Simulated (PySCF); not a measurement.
## SF⁺: one state, many levels of theory

State: ³Σ⁻ (triplet), unpaired electrons π ↑↑. Set-up: basis S 6-311G(d,p), F 6-311G(d,p); no relativity; PySCF 2.14. De refers to S⁺ + F in their high-spin ground configurations, without counterpoise correction. The functionals are run spin-unrestricted. A positive dipole points towards F; it is taken about the centre of mass and depends on that origin.

```tsv
Level	Re (Å)	ωe (cm⁻¹)	De (eV)	μ (D)
UHF	1.500	1061	0.85	-3.06
UHF-MP2	1.530	984	2.78	n/a
UHF-SCS-MP2	1.533	963	2.64	n/a
UHF-CCSD	1.532	963	2.44	n/a
UHF-CCSD(T)	1.539	939	2.62	n/a
LDA	1.538	959	4.98	-2.38
PBE	1.556	916	4.03	-2.43
r²SCAN	1.539	957	3.55	-2.50
PBE0	1.528	992	3.40	-2.59
MN15	1.517	1023	3.42	-2.61
B2PLYP	1.537	960	3.23	-2.94
```

Q: Which functional lies closest to UHF-CCSD(T) in De, which farthest, and by how much do they differ from it?

A: Closest is B2PLYP (-0.2 pm in Re, +2.2 % in ωe, +0.61 eV in De against UHF-CCSD(T) in the same basis), farthest LDA (-0.1 pm in Re, +2.1 % in ωe, +2.36 eV in De). CCSD(T) converges more slowly with the basis than the functionals do and binds too weakly in this one, so the order can change at the basis-set limit.

Q: What does the step from GGA to meta-GGA do here, going from PBE to r²SCAN?

A: r²SCAN less PBE: -1.7 pm in Re, +4.5 % in ωe, -0.48 eV in De. 

Q: What does the gradient correction do here, going from LDA to PBE?

A: PBE less LDA: +1.8 pm in Re, -4.5 % in ωe, -0.95 eV in De. The gradient correction favours the more uneven density of free atoms, so it tends to lengthen bonds and takes away much of the overbinding of LDA; so it does here.

Correlated steps freeze 6 core orbitals. For an ion De counts to the pair picked by the measured ionisation energies or electron affinities, which need not be the lowest pair at this level. B2PLYP dipoles, levels and charges come from its SCF part alone. The state is the lowest determinant that a PBE0 search found; another state may lie lower at other levels.
